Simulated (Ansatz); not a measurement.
in.yaml

```yaml
crystal:
  periodic: [false, false, false]
  atoms:
    - {symbol: B, position_ang: [0.103452, 0.770443, -2.412674]}
    - {symbol: Al, position_ang: [-0.061422, -0.536393, -0.701196]}
    - {symbol: Cl, position_ang: [0.015199, 0.173284, 1.269364]}
basis:
  gaussian: {orbitals: STO-3G}
magnetization: {spin_polarized: true, initial_magnetization: 1}
correlation: {method: mp2, electrons: outside_noble_gas}
```

```sh
$ ansatz run in.yaml --threads 1 --pin off --events-out ev --progress --plain --max-ram 2393MiB
```

The program prints:

```
250 factors; integrals over basis functions are off by at most 9.6e-5 eV
mean field evaluation 1: about -19531.5880 eV, gradient 8.9e0 eV
mean field evaluation 2: about -19531.6031 eV, gradient 8.8e0 eV
mean field evaluation 4: about -19532.8041 eV, gradient 1.4e0 eV
mean field evaluation 8: about -19532.6708 eV, gradient 9.7e-1 eV
mean field evaluation 16: about -19533.2843 eV, gradient 2.3e-6 eV
mean field evaluation 32: about -19533.0671 eV, gradient 1.6e0 eV
mean field evaluation 64: about -19531.5330 eV, gradient 1.5e-6 eV
mean field evaluation 96: about -19533.4788 eV, gradient 7.6e-2 eV
mean field evaluation 128: about -19533.2802 eV, gradient 1.3e-1 eV
mean field evaluation 160: about -19532.7632 eV, gradient 1.0e0 eV
mean field evaluation 192: about -19533.0875 eV, gradient 1.7e0 eV
mean field -19533.47944957 eV, -717.8421295038 hartree, gradient 2.9e-6 eV, S^2 1.532849; 19 other end points of the search recorded, 0 dependent functions left out
11 core orbitals not correlated: weight in the atoms' cores, before any rotation towards them, 0.999 or more for the frozen orbitals, at most 0.000 for the correlated occupied ones
reference -19533.47944957 eV, -717.8421295038 hartree; 7, 6 occupied and 5, 6 virtual orbitals, 250 factors
second order -0.84624737 eV of doubles, -0.00000000 eV of singles
Total energy: -19534.32569694 eV, -717.8732285209 hartree
```

Ran on 1 thread of Intel Xeon Platinum 8259CL, shared host: 1.5 s wall, 0.08 GiB peak host memory.
